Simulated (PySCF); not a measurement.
# Where CCSD(T) holds and where it slips

Each species is computed at the geometry given (Å), with frozen cores, in PySCF 2.14.0: RHF-CCSD(T) for singlets, UHF-CCSD(T) otherwise, and full CI in the same basis. The script picks the determinant by trial CCSD, so it needn't be the lowest Hartree–Fock solution. States: HCl Σ⁺ or Δ, HS Π, HAl–CH⁺ A'', SiH4 A. Cases whose determinant has another symmetry than full CI's state, or whose (Q) step broke down, weren't drawn.

Problem. Judging by size, spin and bonding and the diagnostics given, rank them by the size of CCSD(T)'s error in total energy against full CI in the same basis, smallest first (an estimate).
A. HAl–CH⁺, quintet, 6-31G: Al 0.000 -0.074 0.613; C 0.000 0.010 -1.308; H 0.000 1.322 1.421; H 0.000 0.549 -2.254. T1 0.032, (T) -53 meV in a correlation energy of -2.41 eV
B. HS, doublet, cc-pV(D+d)Z: S 0.000 0.000 0.000; H 0.000 0.000 1.344. T1 0.009, (T) -68 meV in a correlation energy of -3.77 eV
C. SiH4, singlet, 6-31G: Si 0.000 0.000 0.000; H 0.856 0.856 0.856; H -0.856 -0.856 0.856; H -0.856 0.856 -0.856; H 0.856 -0.856 -0.856. T1 0.008, (T) -23 meV in a correlation energy of -2.33 eV
D. HCl, singlet, 6-31G: Cl 0.000 0.000 0.000; H 0.000 0.000 1.280. T1 0.006, (T) -12 meV in a correlation energy of -1.58 eV

Solution. D (3.1 meV), C (9.1 meV), B (17.1 meV), A (23.4 meV).

| species | basis | correlated electrons | CCSD(T) − full CI (meV) | CCSDT(Q) − full CI (meV) | unpaired electrons (full CI) | T1 | ⟨S²⟩ of the determinant |
| --- | --- | --- | --- | --- | --- | --- | --- |
| HCl, singlet | 6-31G | 8 | 3.1 | 0.1 | 0.01 | 0.006 | 0.00 |
| SiH4, singlet | 6-31G | 8 | 9.1 | 0.2 | 0.03 | 0.008 | 0.00 |
| HS, doublet | cc-pV(D+d)Z | 7 | 17.1 | – | 1.03 | 0.009 | 0.76 |
| HAl–CH⁺, quintet | 6-31G | 8 | 23.4 | – | 4.04 | 0.032 | 6.05 |

Unpaired electrons are Σ n²(2−n)² over natural occupations; an open shell counts its own unpaired electrons too. Frozen cores follow each run's orbitals, which moves totals by a few meV. A dash: (Q) wasn't run for open shells.
